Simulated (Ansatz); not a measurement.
Geometry optimisation, RKS PBE-D4/6-31G* in Ansatz 0.2.0.

Input file:

```yaml
crystal:
  periodic: [false, false, false]
  atoms:
    - { symbol: O, position_ang: [1.219, -0.3602, -1.3708] }
    - { symbol: C, position_ang: [0.9427, -0.3602, 0.0409] }
    - { symbol: S, position_ang: [0.7358, 1.1911, 0.7799] }
    - { symbol: C, position_ang: [-0.3566, 0.0017, 0.5281] }
    - { symbol: O, position_ang: [-1.409, 0.3054, -0.4782] }
    - { symbol: F, position_ang: [-0.8946, -0.6629, 1.6494] }
    - { symbol: H, position_ang: [0.4923, 0.2104, -1.8041] }
    - { symbol: H, position_ang: [1.5448, -1.0702, 0.6072] }
    - { symbol: H, position_ang: [-2.1858, 0.6985, 0.0305] }
basis:
  gaussian: { orbitals: "6-31G*" }
hamiltonian:
  xc: pbe
  dispersion: d4
relax:
  f_tol: 0.02
  max_steps: 50
```

Run as:

```bash
$ ansatz run input.yaml --threads 2 --pin off --max-ram 3072MiB --backend cpu --events-out ev --progress --plain --runs-dir out
```

Problem. Where does it end, and by what steps?

Solution. The forces met the threshold. After 10 steps the energy has fallen by 1.056 eV; H9 moved furthest, 0.36 Å.

```json
{"step": "0", "energy less start (eV)": "0.0000", "largest force component (eV/Å)": "5.965", "accepted": "yes"}
{"step": "1", "energy less start (eV)": "-0.6478", "largest force component (eV/Å)": "3.349", "accepted": "yes"}
{"step": "2", "energy less start (eV)": "-0.9842", "largest force component (eV/Å)": "0.917", "accepted": "yes"}
{"step": "3", "energy less start (eV)": "-1.0188", "largest force component (eV/Å)": "0.451", "accepted": "yes"}
{"step": "4", "energy less start (eV)": "-1.0435", "largest force component (eV/Å)": "0.143", "accepted": "yes"}
{"step": "5", "energy less start (eV)": "-1.0473", "largest force component (eV/Å)": "0.302", "accepted": "yes"}
{"step": "6", "energy less start (eV)": "-1.0546", "largest force component (eV/Å)": "0.052", "accepted": "yes"}
{"step": "7", "energy less start (eV)": "-1.0552", "largest force component (eV/Å)": "0.072", "accepted": "yes"}
{"step": "8", "energy less start (eV)": "-1.0558", "largest force component (eV/Å)": "0.129", "accepted": "yes"}
{"step": "9", "energy less start (eV)": "-1.0563", "largest force component (eV/Å)": "0.057", "accepted": "yes"}
{"step": "10", "energy less start (eV)": "-1.0565", "largest force component (eV/Å)": "0.013", "accepted": "yes"}
```

```xyz
9
Properties=species:S:1:pos:R:3
O 1.135 -0.338 -1.348
C 0.925 -0.334 -0.002
S 0.720 1.336 0.965
C -0.411 -0.033 0.552
O -1.377 0.147 -0.421
F -0.879 -0.776 1.606
H 0.332 0.072 -1.749
H 1.590 -1.019 0.530
H -1.945 0.899 -0.151
```

The run took 26 s on 2 threads of Arm Neoverse V1 (shared host), peak memory 0.19 GiB.
